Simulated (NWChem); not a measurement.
# NO+ (nitrosonium): r2SCAN/SBKJC-VDZ (core potential)

Aim: the vertical ionisation energy of NO+ (nitrosonium) at r2SCAN/SBKJC-VDZ (core potential), from 2 runs. 

The results are computed with NWChem 7.3.0.

5 further runs of the same task are left out: 5 set aside as unsound or not needed.

## Step 1: Starting point

NO+ has 2 atoms, charge +1, and is taken as a singlet. As SMILES, `N#[O+]`. The bond length is the measured one.

Bond lengths: N1–O2 1.063 Å.

## Step 2: The energy at r2SCAN/SBKJC-VDZ (core potential)

mymol.nw reads:

```
start mymol
memory total 2200 mb
charge 1

geometry units angstrom noautosym nocenter noautoz
N     0.000000    0.000000    0.000000
O     0.000000    0.000000    1.063220
end

basis spherical bse
* library SBKJC-VDZ
end

ecp bse
N library SBKJC-VDZ
O library SBKJC-VDZ
end

dft
xc r2scan
grid fine
convergence energy 1e-08
iterations 100
mulliken
noprint "final vectors analysis"
end

task dft
```

Command:

```bash
$ nwchem mymol.nw > mymol.out
```

The program printed, shortened:

```text
[...]
          Wavefunction type:  closed shell.
          No. of atoms     :     2
          No. of electrons :    10
[...]
          Charge           :     1
          Spin multiplicity:     1
[...]
          AO basis - number of functions:    16
[...]
              XC Information
              --------------
                      r^2SCAN Method XC Functional
               r^2SCAN metaGGA Exchange Functional  1.000
                     r^2SCAN Correlation Potential  1.000
[...]
 d= 0,ls=0.0,diis     1    -25.2277895038 -4.02D+01  1.06D-01  7.82D-01     0.2
[...]
 d= 0,ls=0.0,diis     7    -25.3130368889 -2.93D-09  1.47D-07  2.82D-11     0.7
         Total DFT energy =      -25.313036888890
      One electron energy =      -65.577637483681
           Coulomb energy =       30.767342615281
    Exchange-Corr. energy =       -5.434099096158
 Nuclear repulsion energy =       14.931357075667
[...]
      Total Density - Mulliken Population Analysis
     ---------------------------------------------
    Atom       Charge   Shell Charges
 -----------   ------   -------------------------------------------------------
    1 N    5     4.60   1.42  2.41  0.71  0.07
    2 O    6     5.40   1.50  3.34  0.32  0.24
[...]
```

Wall time 1.3 s (1 thread of Intel Xeon Platinum 8375C at 2.90GHz (Ice Lake), shared host); peak memory 0.1 GiB.

## Step 3: Doublet [NO]2+ at the same level

geom.nw reads:

```
start geom
title "NO"
memory 2200 mb
charge 2

geometry noautosym nocenter noautoz
 N      0.000000     0.000000     0.000000
 O      0.000000     0.000000     1.063220
end

basis spherical bse
 * library SBKJC-VDZ
end

ecp bse
 N library SBKJC-VDZ
 O library SBKJC-VDZ
end

dft
 xc r2scan
 mult 2
 grid fine
 convergence energy 1e-08
 maxiter 100
 mulliken
 noprint "final vectors analysis"
end

task dft energy
```

Command:

```bash
$ nwchem geom.nw > geom.out
```

The program printed, shortened:

```text
[...]
          Wavefunction type:  spin polarized.
          No. of atoms     :     2
          No. of electrons :     9
[...]
          Charge           :     2
          Spin multiplicity:     2
[...]
          AO basis - number of functions:    16
[...]
              XC Information
              --------------
                      r^2SCAN Method XC Functional
               r^2SCAN metaGGA Exchange Functional  1.000
                     r^2SCAN Correlation Potential  1.000
[...]
 d= 0,ls=0.0,diis     1    -23.8890470186 -3.88D+01  1.11D-01  8.34D-01     0.3
[...]
 d= 0,ls=0.0,diis    12    -24.2367139114 -1.69D-09  4.30D-07  9.57D-11     1.7
[...]
         Total DFT energy =      -24.236713911416
      One electron energy =      -60.267954072482
           Coulomb energy =       26.054927987264
    Exchange-Corr. energy =       -4.955044901865
 Nuclear repulsion energy =       14.931357075667
[...]
      Total Density - Mulliken Population Analysis
     ---------------------------------------------
    Atom       Charge   Shell Charges
 -----------   ------   -------------------------------------------------------
    1 N    5     3.94   1.23  2.38  0.33 -0.01
    2 O    6     5.06   1.55  3.10  0.35  0.06
[...]
      <S2> =      0.7939 (Exact =     0.7500)
[...]
```

It took 2.4 s on 1 thread of Intel Xeon Platinum 8375C at 2.90GHz (Ice Lake), shared host; peak memory 0.1 GiB.

## Step 4: What came out

Level: r2SCAN/SBKJC-VDZ (core potential).

```
                                            quantity         value
                           singlet NO+: total energy  -25.31304 Eh
                        doublet [NO]2+: total energy  -24.23671 Eh
                                doublet [NO]2+: ⟨S²⟩         0.794
vertical ionisation energy (to the doublet dication)     29.288 eV
```

What this shows: The vertical ionisation energy comes to 29.29 eV (2826 kJ/mol).
